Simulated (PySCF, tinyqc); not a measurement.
RHF in the sto-3g basis, for BH, spin multiplicity 1, step by step (part 2 of 2). The lowest restricted solution is unstable here: a spin-polarised one lies 0.0018 hartree lower (PySCF). Computed by tinyqc, a small Python program that keeps every step (integrals from PySCF). Command: `OMP_NUM_THREADS=1 python tinyqc.py 23528 23529 out.jsonl` (the two numbers bound the seeds that draw the settings). One thread of a shared host (Intel(R) Xeon(R) Processor @ 2.60GHz), about 0.06 s of CPU time with the checks.

Geometry (angstrom):
```
atom         x         y         z
B     0.000000  0.000000  0.000000
H     0.000000  0.000000  2.278000
```

## Iteration 17 (converged): orbitals

converged F (hartree), order 1B 1s, 1B 2s, 1B 2px, 1B 2py, 1B 2pz, 2H 1s:
$$\begin{pmatrix}
-7.409461 & -2.157949 & 0.000000 & 0.000000 & -0.009918 & -0.046500 \\
-2.157949 & -1.040317 & 0.000000 & 0.000000 & 0.023223 & -0.124411 \\
0.000000 & 0.000000 & 0.223031 & 0.000000 & 0.000000 & 0.000000 \\
0.000000 & 0.000000 & 0.000000 & 0.223031 & 0.000000 & 0.000000 \\
-0.009918 & 0.023223 & 0.000000 & 0.000000 & 0.046862 & -0.188682 \\
-0.046500 & -0.124411 & 0.000000 & 0.000000 & -0.188682 & -0.075944
\end{pmatrix}$$

X, order 1B 1s, 1B 2s, 1B 2px, 1B 2py, 1B 2pz, 2H 1s:
$$\begin{pmatrix}
1.028884 & -0.141937 & 0.000000 & 0.000000 & -0.001039 & 0.008447 \\
-0.141937 & 1.033238 & 0.000000 & 0.000000 & 0.005908 & -0.054897 \\
0.000000 & 0.000000 & 1.000000 & 0.000000 & 0.000000 & 0.000000 \\
0.000000 & 0.000000 & 0.000000 & 1.000000 & 0.000000 & 0.000000 \\
-0.001039 & 0.005908 & 0.000000 & 0.000000 & 1.007748 & -0.072467 \\
0.008447 & -0.054897 & 0.000000 & 0.000000 & -0.072467 & 1.012023
\end{pmatrix}$$

Diagonalise F' = X^T F X, C = X C', fill 3 alpha and 3 beta electrons from the bottom; D = 2 C_occ C_occ^T. Each column has its largest component positive (the first on a tie).

F' = X^T F X (hartree):
$$\begin{pmatrix}
-7.234837 & -1.102394 & 0.000000 & 0.000000 & -0.017687 & 0.022129 \\
-1.102394 & -0.613364 & 0.000000 & 0.000000 & 0.041654 & -0.091050 \\
0.000000 & 0.000000 & 0.223031 & 0.000000 & 0.000000 & 0.000000 \\
0.000000 & 0.000000 & 0.000000 & 0.223031 & 0.000000 & 0.000000 \\
-0.017687 & 0.041654 & 0.000000 & 0.000000 & 0.075130 & -0.193643 \\
0.022129 & -0.091050 & 0.000000 & 0.000000 & -0.193643 & -0.038297
\end{pmatrix}$$

orbital energies (hartree): MO1 -7.413570, MO2 -0.455567, MO3 -0.175009, MO4 0.223031, MO5 0.223031, MO6 0.232779

coefficients C, order 1B 1s, 1B 2s, 1B 2px, 1B 2py, 1B 2pz, 2H 1s:
$$\begin{pmatrix}
0.992908 & -0.295361 & 0.057419 & 0.000000 & 0.000000 & -0.049199 \\
0.025272 & 1.005622 & -0.215404 & 0.000000 & 0.000000 & 0.180175 \\
0.000000 & 0.000000 & 0.000000 & 0.955780 & 0.294084 & 0.000000 \\
0.000000 & 0.000000 & 0.000000 & -0.294084 & 0.955780 & 0.000000 \\
0.001416 & -0.011260 & 0.570126 & 0.000000 & 0.000000 & 0.834069 \\
-0.001509 & 0.166394 & 0.738159 & 0.000000 & 0.000000 & -0.678203
\end{pmatrix}$$

D after iteration 17, order 1B 1s, 1B 2s, 1B 2px, 1B 2py, 1B 2pz, 2H 1s:
$$\begin{pmatrix}
2.152801 & -0.568595 & 0.000000 & 0.000000 & 0.074936 & -0.016521 \\
-0.568595 & 2.116627 & 0.000000 & 0.000000 & -0.268190 & 0.016580 \\
0.000000 & 0.000000 & 0.000000 & 0.000000 & 0.000000 & 0.000000 \\
0.000000 & 0.000000 & 0.000000 & 0.000000 & 0.000000 & 0.000000 \\
0.074936 & -0.268190 & 0.000000 & 0.000000 & 0.650345 & 0.837935 \\
-0.016521 & 0.016580 & 0.000000 & 0.000000 & 0.837935 & 1.145135
\end{pmatrix}$$

Within a degenerate level the vectors are fixed only up to a rotation; this is one choice.

## Convergence

Stop when the energy changes by less than 1e-10 hartree and every element of the error matrix X^T (F D S - S D F) X is below 3e-06.

Course of the cycle:
```
iteration   E (hartree)     change  largest element of the error matrix
1          -23.49725766          -                             3.95e-01
2          -23.97615384  -4.79e-01                             1.93e-01
3          -24.14704709  -1.71e-01                             2.24e-01
4          -24.34459283  -1.98e-01                             2.16e-01
5          -24.48636385  -1.42e-01                             2.70e-01
6          -24.54242516  -5.61e-02                             9.81e-02
7          -24.55128734  -8.86e-03                             4.08e-02
8          -24.55260047  -1.31e-03                             1.45e-02
9          -24.55277725  -1.77e-04                             5.44e-03
10         -24.55280089  -2.36e-05                             1.95e-03
11         -24.55280402  -3.13e-06                             7.24e-04
12         -24.55280444  -4.15e-07                             2.61e-04
13         -24.55280449  -5.50e-08                             9.63e-05
14         -24.55280450  -7.30e-09                             3.48e-05
15         -24.55280450  -9.70e-10                             1.28e-05
16         -24.55280450  -1.29e-10                             4.64e-06
17         -24.55280450  -1.71e-11                             1.71e-06
```

PySCF RHF in the same basis = -24.55280450 hartree

Converged in 17 iterations.

## Populations, bond orders and dipole

overlap S, order 1B 1s, 1B 2s, 1B 2px, 1B 2py, 1B 2pz, 2H 1s:
$$\begin{pmatrix}
1.000000 & 0.269328 & 0.000000 & 0.000000 & 0.000000 & 0.005396 \\
0.269328 & 1.000000 & 0.000000 & 0.000000 & 0.000000 & 0.103769 \\
0.000000 & 0.000000 & 1.000000 & 0.000000 & 0.000000 & 0.000000 \\
0.000000 & 0.000000 & 0.000000 & 1.000000 & 0.000000 & 0.000000 \\
0.000000 & 0.000000 & 0.000000 & 0.000000 & 1.000000 & 0.142079 \\
0.005396 & 0.103769 & 0.000000 & 0.000000 & 0.142079 & 1.000000
\end{pmatrix}$$

Mulliken: Z minus the diagonal of D S on the atom; Loewdin: the same with S^(1/2) D S^(1/2); Mayer order: 2 sum_s sum (D(s) S)_ij (D(s) S)_ji over the two atoms.

Charges (e):
```
atom   Mulliken    Loewdin
1B     0.265820   0.264138
2H    -0.265820  -0.264138
```

Mayer bond orders:
```
pair     order
2-1   0.929340
```

dipole moment about the origin, x y z (debye): [0.000000, 0.000000, -2.020524]
